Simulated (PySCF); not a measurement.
Gas-phase reaction: BCl3 + 2 BO + 3 HOCl = 3 BCl2OH + O2

Method: PySCF energies (xtb for GFN2) plus ideal-gas RRHO corrections (1 bar). † marks an energy on the PBE0/def2-TZVP geometry and frequencies; other levels use their own. MP2 freezes the core. 6-31G* has spherical d functions here. Open shells (unrestricted): BO (multiplicity 2), O2 (multiplicity 3); the rest are closed-shell singlets. GFN2 has no spin-polarisation term. B3LYP is the form with VWN-RPA correlation. BCl2OH: computed as isolated molecules; such fragments, hydroxides, amides, oligomers or adducts are transient or little studied in the gas. MP2 isn't extrapolated to the basis-set limit.

GFN2-xTB gives ΔH°(298 K) = -717 kJ.

What do M06-2X/def2-TZVP†, MP2/def2-TZVPP†, B3LYP/6-31G* give?

M06-2X/def2-TZVP†: -1246 kJ; MP2/def2-TZVPP†: -1253 kJ; B3LYP/6-31G*: -1270 kJ. For scale, ΔH°(298 K) is -717 kJ at this level, -1271 kJ at ωB97M-V/def2-TZVP†, and runs from -1378 to -717 kJ over the 20 levels computed († marks an energy on the PBE0/def2-TZVP geometry).
